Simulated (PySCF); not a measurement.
## Gas-phase XPS of fluorophosphane, computed

Compound: fluorophosphane, FH₂P.
Cartesian coordinates in Å at the PBE0-D3(BJ)/def2-SVP level; atoms count from 1:
```
atom  x, y, z in Å
F1     1.371   -0.215    0.087
P2    -0.186   -0.011    0.508
H3    -0.770   -0.931   -0.426
H4    -0.483    1.100   -0.349
```

Theory: PySCF 2.14.0, delta-SCF UKS SCAN, pcX-2 on the ionised atom, pcseg-1 elsewhere, spin-free X2C. These are vertical core ionisation energies against the vacuum level, from separate self-consistent calculations with and without the core hole.

Q: Give the core binding energies atom by atom.

A: 
```tsv
atom(s)	environment	level	binding energy (eV)	count
F1	phosphorus-bound fluorine	F 1s	692.78	1
P2	three-coordinate phosphorus	P 1s	2152.51	1
```

Q: Express the binding energy of P 1s of P2 in atomic units and per mole.

A: 2152.51 eV = 79.1033 Eh = 207686 kJ/mol.

Not every level is listed. Geometry: PBE0-D3(BJ)/def2-SVP; no solvent, vibrations or thermal averaging.

The run took 2.7 s of wall time on one thread of an Arm Neoverse V2, no GPU, on a shared host, and the process peaked at 0.38 GiB of memory.
